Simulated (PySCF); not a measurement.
How methods differ on the ionisation energy of Cl

Cl [Ne] 3s2 3p5 (2P) → Cl⁺ [Ne] 3s2 3p4 (3P), as a difference of total energies. All numbers are calculated (PySCF 2.14, the non-relativistic Hamiltonian (point nucleus), in aug-cc-pV(T+d)Z with one added diffuse shell each of s, p, d, f type (7s6p5d3f, 71 functions)). Correlated levels: valence: [Ne] frozen. The calculations carry no spin-orbit coupling.

```tsv
method	ionisation energy (eV)	error (eV)
UHF	11.773	-1.201
LDA	13.205	+0.231
PBE	12.977	+0.003
PBE0	12.961	-0.013
r2SCAN	13.009	+0.035
TPSS	12.960	-0.014
MN15	13.059	+0.085
r2SCAN0	12.971	-0.003
wB97X-V	13.053	+0.079
MP2 (valence)	12.769	-0.205
SCS-MP2 (valence)	12.768	-0.206
```

Reference: 12.974 eV (measured; NIST levels, between the centres of gravity of the two terms).

Errors of the correlated levels include the incompleteness of this basis and the frozen core.
